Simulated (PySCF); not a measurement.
Molfile (atoms numbered from 1):
```
C5H9Cl
     RDKit          3D

 15 14  0  0  0  0  0  0  0  0999 V2000
   -1.6052    0.6923    0.0415 C   0  0  0  0  0  0  0  0  0  0  0  0
   -1.1181   -0.7241   -0.2360 C   0  0  0  0  0  0  0  0  0  0  0  0
    0.2878   -0.9596    0.3268 C   0  0  0  0  0  0  0  0  0  0  0  0
    1.2990   -0.1003   -0.3560 C   0  0  0  0  0  0  0  0  0  0  0  0
    2.0921    0.7896    0.2152 C   0  0  0  0  0  0  0  0  0  0  0  0
    2.1056    1.1151    1.9095 Cl  0  0  0  0  0  0  0  0  0  0  0  0
   -1.6075    0.8905    1.1110 H   0  0  0  0  0  0  0  0  0  0  0  0
   -2.6156    0.8314   -0.3364 H   0  0  0  0  0  0  0  0  0  0  0  0
   -0.9528    1.4189   -0.4376 H   0  0  0  0  0  0  0  0  0  0  0  0
   -1.1123   -0.9052   -1.3132 H   0  0  0  0  0  0  0  0  0  0  0  0
   -1.8044   -1.4407    0.2193 H   0  0  0  0  0  0  0  0  0  0  0  0
    0.2906   -0.7587    1.3983 H   0  0  0  0  0  0  0  0  0  0  0  0
    0.5595   -2.0081    0.1727 H   0  0  0  0  0  0  0  0  0  0  0  0
    1.3712   -0.2195   -1.4288 H   0  0  0  0  0  0  0  0  0  0  0  0
    2.8055    1.3865   -0.3308 H   0  0  0  0  0  0  0  0  0  0  0  0
  1  2  1  0
  2  3  1  0
  3  4  1  0
  4  5  2  0
  5  6  1  0
  1  7  1  0
  1  8  1  0
  1  9  1  0
  2 10  1  0
  2 11  1  0
  3 12  1  0
  3 13  1  0
  4 14  1  0
  5 15  1  0
M  END
```

- structure optimised with GFN2-xTB
- NMR shieldings at PBE0/pcSseg-1/GIAO
- run in PySCF 2.14.0 with density-fitted response routines
- no solvent model, one conformer, fast rotation and ring inversion assumed for equivalent nuclei, non-relativistic

Shifts are taken against calculated references (same method and geometry level): TMS for 13C.

Do the 13C shifts follow the atomic charges (in e)? Tabulate both.

Answers


```json
{"atoms": "C4", "hybridisation": "sp2", "δ (ppm)": "141.0", "σ para (ppm)": "-210", "Hirshfeld": "-0.04", "IAO": "-0.15", "Mulliken": "-0.18", "ESP-fitted": "-0.05"}
{"atoms": "C5", "hybridisation": "sp2", "δ (ppm)": "132.5", "σ para (ppm)": "-197", "Hirshfeld": "-0.04", "IAO": "-0.18", "Mulliken": "-0.09", "ESP-fitted": "-0.33"}
{"atoms": "C3", "hybridisation": "sp3", "δ (ppm)": "32.8", "σ para (ppm)": "-93", "Hirshfeld": "-0.07", "IAO": "-0.26", "Mulliken": "-0.17", "ESP-fitted": "-0.06"}
{"atoms": "C2", "hybridisation": "sp3", "δ (ppm)": "25.4", "σ para (ppm)": "-86", "Hirshfeld": "-0.06", "IAO": "-0.24", "Mulliken": "-0.28", "ESP-fitted": "+0.09"}
{"atoms": "C1", "hybridisation": "sp3", "δ (ppm)": "14.8", "σ para (ppm)": "-75", "Hirshfeld": "-0.12", "IAO": "-0.42", "Mulliken": "-0.27", "ESP-fitted": "-0.25"}
```

Correlation coefficients of δ with charge over these carbons: Hirshfeld +0.78, IAO +0.81, Mulliken +0.75, ESP-fitted -0.31; with the paramagnetic shielding -1.00. With so few points, grouped by hybridisation, these coefficients are fragile. Charge is one influence among several: hybridisation and low-lying excitations act through the paramagnetic term.

Carbons that carry Cl, above all several Cl atoms, come out too deshielded, partly because spin–orbit coupling is missing. Shifts are as computed. Against solution values, carbons near 30 ppm lie about +3 ppm off and those near 130 ppm about +5 ppm; carbons on Cl a further +6 ppm (rms about the fit 2.1 ppm; single classes can miss by 10 ppm). Of 1328 compounds with measured shifts, 309 miss one by over three times the rms of a fit or turn the order of signals round; such compounds aren't used in these exercises. Signals without a measured value on file couldn't be tested in this way; 1H shifts scatter by 0.2 ppm about their fit, and single ones miss by 0.5 ppm.
